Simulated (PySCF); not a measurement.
Compound: C5H8S.
SMILES with atom numbers: `[CH2:1]=[CH:2][C@@H:3]1[CH2:4][C@H:5]1[SH:6]` (hydrogens: H7, H8 on C1; H9 on C2; H10 on C3; H11, H12 on C4; H13 on C5; H14 on S6)

Level of theory: PBE0-D3(BJ)/def2-SVP geometry optimisation, gas phase in PySCF 2.14.0.

Q: Give the optimised bond lengths and angles.

A: 
| bond | length (bohr) |
| --- | --- |
| C1=C2 | 2.523 |
| C2–C3 | 2.784 |
| C3–C4 | 2.846 |
| C4–C5 | 2.824 |
| C5–S6 | 3.376 |
| C3–C5 | 2.862 |
| C1–H7 | 2.068 |
| C1–H8 | 2.064 |
| C2–H9 | 2.074 |
| C3–H10 | 2.068 |
| C4–H11 | 2.066 |
| C4–H12 | 2.065 |
| C5–H13 | 2.069 |
| S6–H14 | 2.553 |

A selection of angles:
| angle | degrees |
| --- | --- |
| C2–C1–H7 | 121.2 |
| C2–C1–H8 | 121.5 |
| H7–C1–H8 | 117.3 |
| C1–C2–C3 | 124.8 |
| C1–C2–H9 | 119.2 |
| C3–C2–H9 | 116.0 |
| C2–C3–C4 | 120.7 |
| C2–C3–C5 | 119.4 |
| C2–C3–H10 | 115.4 |
| C4–C3–C5 | 59.3 |
| C4–C3–H10 | 115.5 |
| C5–C3–H10 | 114.8 |
| C3–C4–C5 | 60.6 |
| C3–C4–H11 | 118.3 |
| C3–C4–H12 | 117.2 |
| C5–C4–H11 | 117.6 |
| C5–C4–H12 | 118.0 |
| H11–C4–H12 | 114.7 |
| C4–C5–S6 | 117.7 |
| C4–C5–H13 | 116.5 |
| S6–C5–H13 | 114.9 |
| C3–C5–C4 | 60.1 |
| C3–C5–S6 | 120.5 |
| C3–C5–H13 | 116.3 |
| C5–S6–H14 | 97.0 |

Dihedral angles: C1–C2–C3–C4 -147° (anticlinal); C2–C3–C4–C5 -108° (anticlinal); C3–C4–C5–S6 -111° (anticlinal); C2–C3–C5–C4 110° (anticlinal); H14–S6–C5–C4 144° (anticlinal).

The 3-membered ring C3–C4–C5 has internal angles of 59.3° to 60.6°. Of the pairs four or more bonds apart, H7···H10 is among the closest relative to their van der Waals radii: 2.52 Å, 105 % of the sum of Bondi's values. The 5 C–C bonds span 1.335 Å (C1=C2, drawn double) to 1.514 Å (C3–C5, drawn single), a spread of 0.179 Å.

Point group: C1 (no symmetry element, even within 0.4 Å). Whether it is a minimum is left open (no frequencies). One conformer, not necessarily the lowest (C1–C2–C3–C4 -147°, C4–C5–S6–H 144°).
